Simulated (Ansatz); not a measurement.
HF, singlet: reading a ladder of total energies

Geometry: that of the HF⁻, doublet, kept fixed.

```
atom   x (Å)   y (Å)   z (Å)
   F  0.0000  0.0000  0.0000
   H  0.0000  0.0000  0.9990
```

Basis aug-cc-pVDZ; Ansatz 0.2.0. Only valence electrons are correlated (noble-gas cores frozen), which leaves 8 electrons in 31 orbitals. Prefix R: restricted or restricted open-shell reference.

Full CI isn't at hand for all of this; RCCSDTQ serves as the reference, and is uncertain by about the last step of the cluster series.

Runs differ by some tens of microhartree through their thresholds, so steps under 0.03 kcal/mol mean nothing.

| level | total energy (hartree) |
| --- | --- |
| RHF | -100.023860 |
| RMP2 | -100.250847 |
| RCCSD | -100.254112 |
| RCCSD(T) | -100.258611 |
| RCCSDT | -100.258841 |
| RCCSDT(Q) | -100.259261 |
| RCCSDTQ | -100.259222 |

Task: What is the correlation energy at RCCSDTQ, and what share of it do RMP2 and RCCSD(T) recover?

Result: E(corr) = -100.259222 − (-100.023860) = -0.235362 hartree = -6.405 eV. RMP2: -0.226987 / -0.235362 = 96.44 %. RCCSD(T): -0.234751 / -0.235362 = 99.74 %.

Task: By how many kcal/mol does RCCSD(T) miss RCCSDTQ (1 hartree = 627.509 kcal/mol), and which steps make up the rest?

Result: -100.258611 − (-100.259222) = 0.000611 hartree = 0.38 kcal/mol. Steps: RCCSDT − RCCSD(T) = -0.14, RCCSDT(Q) − RCCSDT = -0.26, RCCSDTQ − RCCSDT(Q) = 0.02 kcal/mol. That is within 1 kcal/mol of the reference in this basis, which itself misses far more of the correlation at the basis-set limit.
